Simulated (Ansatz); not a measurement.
Born–Oppenheimer molecular dynamics of C$_{3}$H$_{2}$F (6 atoms, charge 0, multiplicity 2). It starts from a relaxed structure.

All numbers below come from UKS B3LYP-D4/STO-3G (Ansatz 0.2.0).

```
ensemble        : NVT, Langevin thermostat
time step       : 0.5 fs
steps asked     : 300
set temperature : 700 K
friction        : 0.01 /fs
seed            : 587976
```

First frame:

```xyz
6
Properties=species:S:1:pos:R:3
C -0.541 1.195 -0.837
C -0.100 0.276 -0.168
C 0.415 -0.783 0.609
F -0.053 -2.059 0.461
H -0.930 2.011 -1.429
H 1.210 -0.640 1.365
```

**Question.** How far do the bonds stretch over the last three quarters of this one trajectory? (Pairs bonded in most of those frames.)

**Answer.** 
```json
{"bond": "C1–C2", "mean (Å)": "1.227", "spread (Å)": "0.022", "shortest": "1.17", "longest": "1.27"}
{"bond": "C1–H5", "mean (Å)": "1.087", "spread (Å)": "0.037", "shortest": "1.02", "longest": "1.17"}
{"bond": "C2–C3", "mean (Å)": "1.421", "spread (Å)": "0.032", "shortest": "1.35", "longest": "1.48"}
{"bond": "C3–F4", "mean (Å)": "1.370", "spread (Å)": "0.018", "shortest": "1.34", "longest": "1.41"}
{"bond": "C3–H6", "mean (Å)": "1.113", "spread (Å)": "0.039", "shortest": "1.03", "longest": "1.19"}
```

Mean temperature of the second half: 581 K. The mean temperature of the second half is 17 % below the set value. A run of 0.15 ps of so small a system gives no equilibrium averages. Limits of this set-up: minimal basis.

Time of the run: 6.2 min on 1 thread of AMD EPYC 7R43 64-Core Processor (Zen 3) (shared host), peak memory 0.13 GiB.
